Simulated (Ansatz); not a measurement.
A run of Ansatz (development build ahead of 0.2.0) on triplet C4H6 at this shape:

```xyz
10

C    -0.0087   -0.0015    0.0092
C    -1.0633    0.3270   -0.8820
C    -0.2911   -0.6787    1.2241
C     1.3284    0.3472   -0.3143
H    -0.8679    0.8429   -1.8127
H    -2.0889    0.0697   -0.6531
H     0.4993   -0.9375    1.9161
H    -1.3037   -0.9533    1.4886
H     2.1457    0.1055    0.3522
H     1.5640    0.8634   -1.2356
```

Its results:

```
Converged                       : yes
Total energy                    : -154.78917 hartree
Spin squared of the determinant : 2.203
Stability test                  : minimum
```

Forces (eV/Å):
```csv
atom,Fx,Fy,Fz
C1,0.000,0.000,0.000
C2,0.000,0.000,0.000
C3,0.000,0.000,0.000
C4,0.000,0.000,0.000
H5,0.000,0.000,0.000
H6,0.000,0.000,0.000
H7,0.000,0.000,0.000
H8,0.000,0.000,0.000
H9,0.000,0.000,0.000
H10,0.000,0.000,0.000
```

(1) Which input gives this output? Name the method, the orbitals and the basis set, and write the input.

Results:

(1) UHF in def2-SVP.

```yaml
crystal:
  periodic: [false, false, false]
  atoms:
    - { symbol: C, position_ang: [-0.00873, -0.00154, 0.00921] }
    - { symbol: C, position_ang: [-1.06325, 0.32695, -0.88204] }
    - { symbol: C, position_ang: [-0.29112, -0.67875, 1.22406] }
    - { symbol: C, position_ang: [1.3284, 0.3472, -0.31434] }
    - { symbol: H, position_ang: [-0.86785, 0.84292, -1.81274] }
    - { symbol: H, position_ang: [-2.08893, 0.06971, -0.65309] }
    - { symbol: H, position_ang: [0.49927, -0.93755, 1.9161] }
    - { symbol: H, position_ang: [-1.30368, -0.95329, 1.48856] }
    - { symbol: H, position_ang: [2.14566, 0.10548, 0.3522] }
    - { symbol: H, position_ang: [1.56396, 0.8634, -1.23556] }
basis:
  gaussian: { orbitals: def2-SVP }
magnetization:
  spin_polarized: true
  initial_magnetization: 2
hamiltonian:
  xc: hf
output:
  forces: true
```

Caution: the unrestricted determinant is spin contaminated.
